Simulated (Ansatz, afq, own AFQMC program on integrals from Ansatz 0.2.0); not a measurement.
# PdSiH3⁺, singlet in def2-SVP, levels against CCSDT(Q)

```xyz
5

Pd   -0.0084    0.0000    0.4958
Si   -0.0029    0.0000   -1.6818
H    -0.1510   -1.2372   -2.4752
H    -0.1510    1.2372   -2.4752
H     1.2737    0.0000   -0.5313
```

Connectivity, by distances: Pd–SiH2, 1 bridging H.

Basis def2-SVP with its core potentials. Noble-gas cores (and the filled d shells of Ga–Kr and In–Xe) are frozen. Integrals, coupled cluster, full CI and functionals: Ansatz 0.2.0; the random walks run on the same integrals in our own AFQMC program. ph-AFQMC/CISD is guided by a CISD state made of CCSD amplitudes; releasing the constraint for a short imaginary time cuts its bias at the price of noise, slowly where states lie close. Uncertainties: one standard error, sampling alone. No spin–orbit coupling. The metal's outer-core s and p shells are frozen, which shifts wave-function levels against functionals.

Determinant: RHF, the one that the program's search chose, which needn't be the lowest solution. The geometry is a PBE0/def2-TZVP stationary point of this or a neighbouring charge and spin state.

No full CI on the walks' own integrals is used here; CCSDT(Q) serves as the reference and is uncertain by about the last step of the cluster series.

Cautions: no spin-orbit coupling; outer-core shells of the metal frozen; higher spins were not checked; restricted determinant unstable towards unrestricted (UHF 67 meV lower, ⟨S²⟩ 0.35).

The T1 diagnostic is 0.0210, the weight of the determinant in the CISD state is 0.854 and the size of the correlated space is 16 electrons in 55 orbitals.

```
  level  correlation energy (eV)
    MP2                  -9.7594
   CCSD                  -9.9215
CCSD(T)                 -10.3366
```

Q: Estimate where phaseless AFQMC with a CISD trial lies against CCSD(T) on the same integrals.

A: 6.3 ± 6.3 meV above CCSD(T). The gap is under twice the noise, so this walk alone can't tell the two apart.

Reference: CCSDT(Q), correlation energy -10.348 eV. The released energy is read at 2.60 1/Eh (meV from the phaseless value at times in 1/Eh: -11 ± 6 at 0.24, -17 ± 5 at 0.60, -22 ± 4 at 1.20, -19 ± 9 at 1.80, -21 ± 10 at 2.60).

```tsv
level	E − E(reference) (meV)	share of correlation (%)
CCSD(T)	11.8	99.89
CCSDT	3.3	99.97
ph-AFQMC/CISD	18.1 ± 6.3	99.83
released AFQMC	-2.8 ± 10.1	100.03
```

A walk keeps the symmetry of its determinant, which the program's search chose and which needn't be the lowest solution, so a lower state of the same spin and another symmetry isn't excluded. Released energies are given only where the last usable release times agree within the noise; a slower fall can still hide under it.
